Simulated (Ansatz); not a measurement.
The input, for Ansatz 0.2.0:

```yaml
crystal:
  periodic: [false, false, false]
  atoms:
    - {symbol: Pd, position_ang: [0.000000, 0.000000, 0.000000]}
    - {symbol: N, position_ang: [0.000000, 0.000000, 1.796800]}
basis:
  gaussian: {orbitals: def2-SVP}
magnetization: {spin_polarized: false, initial_magnetization: 3}
correlation: {method: ccsd_t, electrons: outside_noble_gas}
output: {forces: true}
```

```sh
$ ansatz run in.yaml --threads 1 --pin off --events-out ev --progress --plain --max-ram 2393MiB
```

The program prints:

```
472 factors; integrals over basis functions are off by at most 9.2e-4 eV
mean field evaluation 1: about -4929.8361 eV, gradient 3.3e1 eV
mean field evaluation 2: about -4929.9867 eV, gradient 3.3e1 eV
mean field evaluation 4: about -4932.9014 eV, gradient 1.0e1 eV
mean field evaluation 8: about -4933.5722 eV, gradient 5.1e-1 eV
mean field evaluation 16: about -4933.6275 eV, gradient 3.2e-1 eV
mean field evaluation 32: about -4931.2557 eV, gradient 4.5e-1 eV
mean field evaluation 64: about -4931.2624 eV, gradient 1.3e-6 eV
mean field evaluation 96: about -4931.5233 eV, gradient 1.8e1 eV
mean field evaluation 128: about -4933.4956 eV, gradient 1.6e0 eV
mean field evaluation 160: about -4933.3363 eV, gradient 2.0e0 eV
...
cycle   5  -10.07754261 eV  change   -2.0e-3 eV  update   4.6e-4
cycle   6  -10.07864456 eV  change   -1.1e-3 eV  update   2.1e-4
cycle   7  -10.07886866 eV  change   -2.2e-4 eV  update   7.7e-5
cycle   8  -10.07888449 eV  change   -1.6e-5 eV  update   3.5e-5
cycle   9  -10.07886560 eV  change    1.9e-5 eV  update   1.5e-5
cycle  10  -10.07888044 eV  change   -1.5e-5 eV  update   8.5e-6
cycle  11  -10.07887767 eV  change    2.8e-6 eV  update   4.6e-6
cycle  12  -10.07887464 eV  change    3.0e-6 eV  update   2.6e-6
cycle  13  -10.07887214 eV  change    2.5e-6 eV  update   1.2e-6
cycle  14  -10.07887074 eV  change    1.4e-6 eV  update   5.5e-7
perturbative correction -0.43232908 eV, -0.0158878006 hartree
the calculation of the forces begins
Total energy: -4944.14058175 eV, -181.6938151205 hartree
Atom 0 at     0.000000     0.000000     0.000000 Å, force     0.000000    -0.000000    -0.529318 eV/Å
Atom 1 at     0.000000     0.000000     1.796800 Å, force    -0.000000     0.000000     0.529318 eV/Å
Dipole moment:     0.000000    -0.000000    -0.594208 e Å
```

Forces (eV/Å):
```
Pd   0.000  0.000 -0.529
N    0.000  0.000  0.529
```

Ran on 1 thread of AMD EPYC, shared host: 39 s wall, 0.18 GiB peak host memory.
